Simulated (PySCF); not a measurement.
# How the method changes the constants of LiAl⁻

State: ²Π (doublet), unpaired electrons π ↑. Set-up: PySCF, no relativity, basis sets Li aug-cc-pVDZ, Al aug-cc-pV(D+d)Z. De refers to Li⁻ + Al in their high-spin ground configurations, without counterpoise correction. The functionals are run spin-unrestricted. A positive dipole points towards Al; it is taken about the centre of mass and depends on that origin. Levels whose curve was spin-contaminated or gave no clean fit are not listed.

```tsv
Level	Re (Å)	ωe (cm⁻¹)	De (eV)	μ (D)	CPU s a point (SCF and correlation, without the integrals)
ROHF-MP2	2.860	273	n/a	n/a	0.46
ROHF-SCS-MP2	2.881	260	n/a	n/a	n/a
ROHF-CCSD	2.911	246	0.85	n/a	n/a
ROHF-CCSD(T)	2.886	255	0.99	n/a	3
M06	2.854	259	1.08	3.27	0.85
```

(1) What does the triples do here, going from ROHF-CCSD to ROHF-CCSD(T)?

Correlated steps freeze 5 core orbitals. Correlated levels converge slowly with the basis: in double zeta they bind strong bonds too weakly, by up to about 1 eV, and carry superposition errors of some tenths. For an ion De counts to the pair picked by the measured ionisation energies or electron affinities, which need not be the lowest pair at this level. The highest Kohn–Sham level is positive in this anion. Much of that is self-interaction error, but it also means that the finite basis helps to hold the extra electron. The CCSD T1 diagnostic is raised, a sign that a single reference may not be enough here. The state was picked by a PBE0 search and need not be the measured ground state.

The whole job (state search and all levels along the bond) took about 1.8 min on 1 thread of Intel Xeon Platinum 8488C (shared host), peak memory 0.85 GiB.

Results:

(1) ROHF-CCSD(T) less ROHF-CCSD: -2.5 pm in Re, +3.7 % in ωe, +0.14 eV in De. Correlation nearly always deepens the well. The bond shortens, as in weak, metallic or heavy-atom bonds, where dispersion and the correlation of outer-core electrons pull the atoms together.
